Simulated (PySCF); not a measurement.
Compound: biphenylene radical anion, C12H8 (charge -1 and doublet state).
Geometry (PBE0-D3(BJ)/def2-SVP, Å), atoms numbered from 1 in this order:
```
atom  x, y, z in Å
C1     3.185   -0.168    0.225
C2     2.976    1.139   -0.275
C3     1.684    1.635   -0.527
C4     0.613    0.790   -0.266
C5     0.830   -0.563    0.251
C6     2.112   -1.037    0.495
C7    -0.614   -0.789    0.263
C8    -1.685   -1.634    0.526
C9    -2.977   -1.136    0.275
C10   -3.186    0.171   -0.224
C11   -2.113    1.040   -0.496
C12   -0.831    0.564   -0.254
H13    4.209   -0.510    0.405
H14    3.844    1.778   -0.470
H15    1.550    2.651   -0.914
H16    2.303   -2.045    0.882
H17   -1.552   -2.651    0.913
H18   -3.844   -1.774    0.470
H19   -4.211    0.513   -0.403
H20   -2.303    2.047   -0.882
```

The hyperfine couplings belong to this conformer and change with its torsions.

Identity: `c1ccc2c(c1)-c1ccccc1-2` (biphenylene radical anion) [SMILES of the parent framework; charge -1 and doublet state].

Computed, not measured: UKS B3LYP, IGLO-III on C, pcH-1 on H, non-relativistic, mean-field spin-orbit, GIAO in PySCF 2.14.0. Whether the extra electron is bound in the gas phase wasn't checked; a finite basis holds it in any case. The geometry's basis has no diffuse functions, a weakness for an anion. The SCF solution wasn't tested for stability. No frequencies were computed at this geometry's level, so the symmetric structure isn't shown to be a minimum.

(1) Give the principal g shifts and their parts.

(2) What effective moment and Curie constant follow for a powder?

(3) Average each term over the three axes. Which is largest in size?

(4) In a frozen sample, at which fields do the three g values resonate at 9.5, 34, 94 and 263 GHz (hyperfine left aside), and which band first spreads them over more than twice a line width of 0.5 mT?

Results:

(1) 
```json
{"Δg (ppm)": "relativistic mass correction", "1": "-144", "2": "-144", "3": "-144"}
{"Δg (ppm)": "gauge correction", "1": "8", "2": "39", "3": "24"}
{"Δg (ppm)": "orbital Zeeman/spin–orbit", "1": "-15", "2": "376", "3": "1178"}
{"Δg (ppm)": "total", "1": "-151", "2": "271", "3": "1058"}
```

So g = 2.00217, 2.00259, 2.00338 and g_iso = 2.00271; the tensor is rhombic: the two nearest values differ by 35 % of g3 − g1. Axes: g1 is normal to the molecular plane, g2 points within 1° of the C4–C5 bond and g3 points within 1° of the C5–C7 bond.

(2) With the mean of g² = 4.0109 and S(S+1) = 0.75: μ_eff = √(⟨g²⟩S(S+1)) = 1.734 μB and χT = 0.12505·⟨g²⟩·S(S+1) = 0.376 cm³ K/mol (cgs; spin-Hamiltonian part alone).

(3) The orbital-Zeeman/spin–orbit term 513, the mass correction -144 and the gauge correction 24 ppm, for a total of 393 ppm. The orbital-Zeeman/spin–orbit term is the largest in size. The mass correction is the same along every axis, so the anisotropy comes from the other two: their spans along these axes are 32 (gauge) and 1193 ppm (orbital Zeeman/spin–orbit).

(4) 
| band | GHz | B(g3) mT | B(g2) mT | B(g1) mT | spread mT |
| --- | --- | --- | --- | --- | --- |
| X | 9.5 | 338.80 | 338.94 | 339.01 | 0.20 |
| Q | 34.0 | 1212.56 | 1213.04 | 1213.30 | 0.73 |
| W | 94.0 | 3352.38 | 3353.70 | 3354.41 | 2.02 |
| J | 263.0 | 9379.54 | 9383.22 | 9385.20 | 5.67 |

The spread grows in proportion to the frequency. W band is the first where it exceeds 1.0 mT.

The largest Mulliken spin populations are on C7 (+0.17), C5 (+0.17), C12 (+0.17) and C4 (+0.17). Four atoms exceed +0.15.

The HOMO–LUMO gaps are 1.90 eV among the α and 3.50 eV among the β orbitals.
